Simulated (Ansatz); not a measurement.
This script for a rigid scan of one bond length of AlClH2, SMILES [AlH2][Cl] with Ansatz's Python interface holds a mistake.

The script, `scan.py`:
```python
# -*- coding: utf-8 -*-
'''Potential curve of AlClH2 along one bond.'''

import ansatz as az
import numpy as np

config = {
    'basis': 'cc-pVDZ',
    'level': 'CCSD(T)',
}

geometry = (
    az.Crystal.molecule()
    .atom('Al', (-0.0689, -0.0312, -0.0982))
    .atom('Cl', (1.3496, -0.1346, 1.5335))
    .atom('H', (-1.4048, -0.9724, -0.1624))
    .atom('H', (0.1797, 1.0779, -1.2932))
)

symbols = [site.symbol for site in geometry.cartesian_sites]
start = np.array([site.position_ang for site in geometry.cartesian_sites])
axis = (start[2] - start[0]) / np.linalg.norm(start[2] - start[0])
moving = [2]
lengths, energies = [1.39, 1.5, 1.64, 1.8, 2.04, 2.45, 2.94, 3.6], []
for length in lengths:
    xyz = start.copy()
    xyz[moving] += (length - np.linalg.norm(start[2] - start[0])) * axis
    point = az.Crystal.molecule()
    for symbol, place in zip(symbols, xyz):
        point = point.atom(symbol, place.tolist())
    base = (
        point.calculation()
        .basis(gaussian=config['basis'])
        .correlation(config['level'])  # correlation on top of the mean field
    )
    report = base.report
    energies.append(report['free_energy_ev'])
    print(f'r = {length:6.3f} A  E = {energies[-1]:.5f} eV  <S^2> = {abs(report["mean_field"]["state"]["spin_squared"]):.3f}')

print('energy above the lowest point (eV):', [round(e - min(energies), 3) for e in energies])
```

```console
$ python scan.py
Traceback (most recent call last):
  File "scan.py", line 36, in <module>
    report = base.report
             ^^^^^^^^^^^
AttributeError: 'Calculation' object has no attribute 'report'
```

Why does it end like this?

The fault: the calculation is never run. The change:

```diff
--- before
+++ after
@@ -35,3 +35,3 @@
     )
-    report = base.report
+    report = base.run().report
     energies.append(report['free_energy_ev'])
```

With that change:

```console
$ python scan.py
r =  1.390 A  E = -19125.85123 eV  <S^2> = 0.000
r =  1.500 A  E = -19126.11754 eV  <S^2> = 0.000
r =  1.640 A  E = -19126.13857 eV  <S^2> = 0.000
r =  1.800 A  E = -19125.90483 eV  <S^2> = 0.000
r =  2.040 A  E = -19125.31754 eV  <S^2> = 0.000
r =  2.450 A  E = -19124.23297 eV  <S^2> = 0.000
r =  2.940 A  E = -19123.30257 eV  <S^2> = 0.000
RunWarning: these amplitudes may be one of several solutions (largest doubles amplitude 0.60, level shift 2.85 eV)
r =  3.600 A  E = -19122.81798 eV  <S^2> = 0.000
energy above the lowest point (eV): [0.287, 0.021, 0.0, 0.234, 0.821, 1.906, 2.836, 3.321]
```
(Warnings from the package without file and line.)

Notes:
- Total energies depend on the basis set; only differences at equal settings carry meaning.
- The rest of the molecule is held rigid at a force-field or estimated start geometry, and the basis set is modest; single-reference methods fail as a bond breaks.
- The orbitals are restricted, so S² is zero by construction.
- Toward dissociation an unrestricted state can lie under the restricted one, by tenths of an eV for polar bonds under a functional and by 1 to 2 eV or more for others.
- S² is that of the Hartree-Fock reference.
- It ran for 6 s on 1 thread of Arm Neoverse V1, with other jobs on the host, peak memory 0.17 GiB.

(Lines on the test bed's own set-up are left out of the output.)
